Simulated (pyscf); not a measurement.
PySCF, gas phase, ωB97X-D3(BJ)/def2-SVP geometries.

Question: Estimate the classical barrier height and the reaction energy of `[OH][B]([OH])[SH]` + `[OH2]` → `[OH][B]([OH])[OH]` + `[SH2]` at ωB97M-D3(BJ)/def2-TZVP. The step runs on the singlet surface, breaks B–S, H–O and forms B–O, H–S; take the separated reactants as zero.

Answer: ΔE‡ = 17.6 kcal/mol, ΔE = -18.6 kcal/mol. Zero-point energy shifts the barrier by -0.8 kcal/mol. It is a four-centre exchange, with an imaginary mode of 1092i cm⁻¹. On the reactant side the descent ends in a complex, 5.3 kcal/mol under the separated species and 24.0 kcal/mol under the saddle at ωB97X-D3(BJ)/def2-TZVP. The reactants may also form a dative adduct at HO–B(OH)–SH; it and routes through it were not searched. The products may also form a dative adduct at HO–B(OH)–OH; it and routes through it were not searched. This is the saddle that the search found; another between the same sides may lie lower.
